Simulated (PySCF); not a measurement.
**C₂H₃Cl, a complex of two parts: interaction energy**

The task here is to estimate one member of a computed series from the others.

Computed with PySCF 2.14.0; each step states its level. No surroundings beyond the atoms listed, unless a continuum is named. Atoms count from 0, parts from 1.

## Starting point

6 atoms, charge 0, multiplicity 1; geometry: GFN2-xTB. Parts: 1 = atoms 0–3, `C#C`, charge 0; 2 = atoms 4–5, `Cl`, charge 0.

The first run:

Job settings and geometry (Å):

```
{"job": {"xc": "PBE0", "basis": "def2-TZVPD", "d3": "d3bj", "grid": 3, "kind": "geom", "shake": 0.01}, "charge": 0, "multiplicity": 1, "parts": [{"atoms": "0-3", "charge": 0, "multiplicity": 1}, {"atoms": "4-5", "charge": 0, "multiplicity": 1}]}
C      0.697321    -0.023914     0.200326
C     -0.511877    -0.044834     0.020672
H      1.705683     0.019481     0.254420
H     -1.516159    -0.067788    -0.098631
Cl     0.726487     0.615842     3.444575
H      0.511466     0.378996     2.199348
```

The run is started by

```bash
> OMP_NUM_THREADS=1 python cluster_run.py task.json out
```

The driver reads the jobs from task.json and runs them one after another.

Among the steps run: Relaxing the molecule at PBE0-D3(BJ)/def2-TZVPD; Coupled-cluster interaction energy: CCSD(T) and MP2, 2.36 Å; Coupled-cluster interaction energy: CCSD(T) and MP2, 2.48 Å; Coupled-cluster interaction energy: CCSD(T) and MP2, 2.60 Å; Coupled-cluster interaction energy: CCSD(T) and MP2, 2.24 Å; Coupled-cluster interaction energy: CCSD(T) and MP2, 2.95 Å; Coupled-cluster interaction energy: CCSD(T) and MP2, 2.12 Å; Coupled-cluster interaction energy: CCSD(T) and MP2, 3.54 Å; Coupled-cluster interaction energy: CCSD(T) and MP2, 4.72 Å.

One of the session's tables, all rows but one given; the rest of the session is left out.

It belongs to the step «Coupled-cluster interaction energy: CCSD(T) and MP2, 4.72 Å». 

| method | interaction energy (kcal/mol) |
| --- | --- |
| HF/aug-cc-pVDZ | -0.36 |
| MP2/aug-cc-pVDZ | -0.39 |
| CCSD/aug-cc-pVDZ | -0.36 |
| CCSD(T)/aug-cc-pVDZ | -0.37 |
| HF/aug-cc-pVQZ | ? |
| MP2/aug-cc-pVQZ | -0.39 |
| SCS-MP2/aug-cc-pVQZ | -0.37 |
| MP2, extrapolated | -0.40 |
| CCSD(T), limit estimate | -0.38 |

**Question.** Estimate the row for HF/aug-cc-pVQZ.

**Answer.** interaction energy (kcal/mol): -0.34. In the column «interaction energy (kcal/mol)» it is the highest.
